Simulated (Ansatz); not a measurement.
**Relaxing Pb**

The calculation used DFT PBEsol, scalar-relativistic, plane waves, PAW (Ansatz). Cutoff 420 eV, Γ-centred k mesh, Gaussian smearing, no spin polarisation in the final step.

The start puts Pb on the alpha-boron structure type (R-3m, No. 166), at a guessed volume.

```
CELL_PARAMETERS angstrom
4.06430 2.34652 6.93126
-4.06430 2.34652 6.93126
0.00000 -4.69304 6.93126
ATOMIC_POSITIONS crystal
Pb 0.01019 0.65361 0.01019
Pb 0.01019 0.01019 0.65361
Pb 0.65361 0.01019 0.01019
Pb 0.98981 0.34639 0.98981
Pb 0.34639 0.98981 0.98981
Pb 0.98981 0.98981 0.34639
Pb 0.22118 0.63060 0.22118
Pb 0.22118 0.22118 0.63060
Pb 0.63060 0.22118 0.22118
Pb 0.77882 0.36940 0.77882
Pb 0.36940 0.77882 0.77882
Pb 0.77882 0.77882 0.36940
```

Cell and atoms relax at zero pressure; the relaxation can't lower the symmetry of the start. After a coarse first stage the cell is made exact in the group found at 0.06 Å.

Energies count from the standard state of Pb at the same level.

(1) What does it relax into?

(2) What are its volume, energy, density and gap?

Results:

(1) It keeps R-3m (No. 166). The result has the alpha-boron structure. Conventional cell: a = 8.591 Å, c = 23.568 Å. Pb on Wyckoff site h (6 atoms of the primitive cell) has 6 Pb at 3.21–3.25 Å; Pb on Wyckoff site h (6 atoms of the primitive cell) is coordinated by 7 Pb at 3.24–3.33 Å.

```cif
data_structure
_symmetry_space_group_name_H-M 'R-3m:H'
_symmetry_Int_Tables_number 166
_cell_length_a 8.5907
_cell_length_b 8.5907
_cell_length_c 23.5684
_cell_angle_alpha 90.000
_cell_angle_beta 90.000
_cell_angle_gamma 120.000
_cell_volume 1506.32
loop_
_atom_site_label
_atom_site_type_symbol
_atom_site_symmetry_multiplicity
_atom_site_Wyckoff_symbol
_atom_site_fract_x
_atom_site_fract_y
_atom_site_fract_z
_atom_site_occupancy
Pb1 Pb 18 h 0.12569 0.87431 0.89631 1
Pb2 Pb 18 h 0.53754 0.46246 0.69177 1
```

(2) The volume per atom is 41.84 Å³, the density is 8.22 g/cm³ and the energy over the standard structure is 0.22 eV/atom. The gap on the 6×6×6 mesh is 0 eV (a metal).

The final run used a 6×6×6 mesh on its 12-atom cell and 0.10 eV smearing. The k mesh leaves about 4 meV/atom of noise in metals. Spin–orbit coupling is left out. A structure relaxed within its symmetry needn't be a true minimum. The steps took about 10 core-minutes in all.